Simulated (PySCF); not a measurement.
**Molecular orbitals of SiCl⁺**

PBE0 at R = 1.958 Å; Si def2-TZVP, Cl def2-TZVP; no relativity (PySCF 2.14). State: ¹Σ⁺ (singlet), closed shell. Only the outer orbitals are listed, counted within each symmetry.

```json
{"orbital": "7σ", "occ.": "2", "ε (eV)": "-30.87", "on Si (%)": "11", "main shells (%)": "87 Cl s"}
{"orbital": "8σ", "occ.": "2", "ε (eV)": "-21.00", "on Si (%)": "48", "main shells (%)": "46 Si s, 42 Cl p, 10 Cl s"}
{"orbital": "3π", "occ.": "2", "ε (eV)": "-17.12", "on Si (%)": "14", "main shells (%)": "86 Cl p, 10 Si p"}
{"orbital": "3π", "occ.": "2", "ε (eV)": "-17.12", "on Si (%)": "14", "main shells (%)": "86 Cl p, 10 Si p"}
{"orbital": "9σ", "occ.": "2", "ε (eV)": "-16.19", "on Si (%)": "70", "main shells (%)": "42 Si s, 30 Cl p, 26 Si p"}
{"orbital": "4π", "occ.": "0", "ε (eV)": "-9.59", "on Si (%)": "89", "main shells (%)": "89 Si p, 9 Cl p"}
{"orbital": "4π", "occ.": "0", "ε (eV)": "-9.59", "on Si (%)": "89", "main shells (%)": "89 Si p, 9 Cl p"}
{"orbital": "10σ", "occ.": "0", "ε (eV)": "-5.80", "on Si (%)": "92", "main shells (%)": "70 Si p, 16 Si d, 9 Cl p"}
```

Which are the highest filled and the lowest empty level, where do they sit, and how wide is the gap?

Highest filled 9σ at -16.19 eV (in %: 42 Si s, 30 Cl p, 26 Si p); lowest empty 4π at -9.59 eV (in %: 89 Si p, 9 Cl p); the gap at PBE0 is 6.60 eV.

- bond order (Mayer): 1.74
- ⟨S²⟩: 0.000
- charge on Si (Mulliken, basis-dependent): 0.87
- charge on Si (Löwdin, basis-dependent): 0.46
- dipole moment (positive dipole points towards Cl; it is taken about the centre of mass and depends on that origin): -3.32 D
- polarisability along the bond: 40.6 bohr³
- polarisability across the bond: 24.7 bohr³
